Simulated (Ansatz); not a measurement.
Basis-set extrapolation for C₂H₃O, SMILES `[CH2]C=O` radical (PBE0-D4/def2-TZVP geometry, frozen core, the Gaussian-basis code of Ansatz). Multiplicity 2, UHF reference.

```
                      def2-TZVPP   def2-QZVPP
                 HF  -152.363905  -152.370881
    MP2 correlation    -0.508262    -0.546564
CCSD(T) correlation    -0.564849      not run
```

Energies in hartree. Use E(X) = E(∞) + A·exp(−7.88·√X) for Hartree–Fock and E(X) = E(∞) + B·X^(−2.97) for correlation, with X = 3 and 4, and add CCSD(T) minus MP2 of the smaller set to the MP2 limit.

**Question.** What is the CCSD(T) energy at the basis-set limit?

**Answer.** HF limit: -152.370881 + (-0.006976) × 0.13774 = -152.37184. MP2 limit: -0.546564 + (-0.038302) × 0.74074 = -0.57494. Higher-order term: -0.564849 − (-0.508262) = -0.05659. Total: -153.00337 hartree, 195.9 kJ/mol below CCSD(T)/def2-TZVPP.

The UHF reference is spin-contaminated (⟨S²⟩ = 0.92, T1 = 0.031).
